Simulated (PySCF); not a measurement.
Compound: 3-methylisoxazole, C₄H₅NO.
Numbering: `[CH3:1][c:2]1[cH:3][cH:4][o:5][n:6]1` (hydrogens: H7, H8, H9 on C1; H10 on C3; H11 on C4)

All values: CAM-B3LYP/def2-SVPD (PySCF, non-relativistic), on one gas-phase PBE0-D3(BJ)/def2-SVP geometry that isn't relaxed in the solvent. The solvent is an IEF-PCM continuum (Bondi radii, 1.10 Å for H, scaled by 1.2), and excitations are vertical TDDFT with non-equilibrium linear response and a frozen core. Only the electrostatic response of the medium enters.

```json
{"run": "gas", "E − E(gas) (kcal/mol)": "0.00", "HOMO (eV)": "-9.10", "HOMO–LUMO gap (eV)": "9.87", "dipole (D)": "3.08", "lowest singlet (eV)": "6.68", "static polarisability (au)": "54.5"}
{"run": "P", "E − E(gas) (kcal/mol)": "-4.08", "HOMO (eV)": "-9.11", "HOMO–LUMO gap (eV)": "9.88", "dipole (D)": "3.88", "lowest singlet (eV)": "6.61", "static polarisability (au)": "66.7"}
{"run": "Q", "E − E(gas) (kcal/mol)": "-2.20", "HOMO (eV)": "-9.10", "HOMO–LUMO gap (eV)": "9.88", "dipole (D)": "3.50", "lowest singlet (eV)": "6.62", "static polarisability (au)": "60.9"}
```

Question: The runs were made in chloroform and cyclohexane. Which run belongs to which solvent?

Answer: P = chloroform, Q = cyclohexane. The dielectric constants are 2.017 (cyclohexane), 4.711 (chloroform), and the energy falls further as ε rises. The optical constants n² used for the excitations are 2.04, 2.09 in the same order. In this model the ground state sees the solvent through ε alone.

Question: How constant is the ratio of the lowering to (ε − 1)/(2ε + 1)?

Answer: 
```csv
solvent,(ε − 1)/(2ε + 1),E − E(gas) (kcal/mol),ratio (kcal/mol),polarisation term (kcal/mol)
cyclohexane,0.202,-2.20,-10.9,-2.41
chloroform,0.356,-4.08,-11.5,-4.81
```

The ratio changes by +5.0 % in size from cyclohexane to chloroform. The polarisation term is half the interaction of the solute with the induced surface charges.
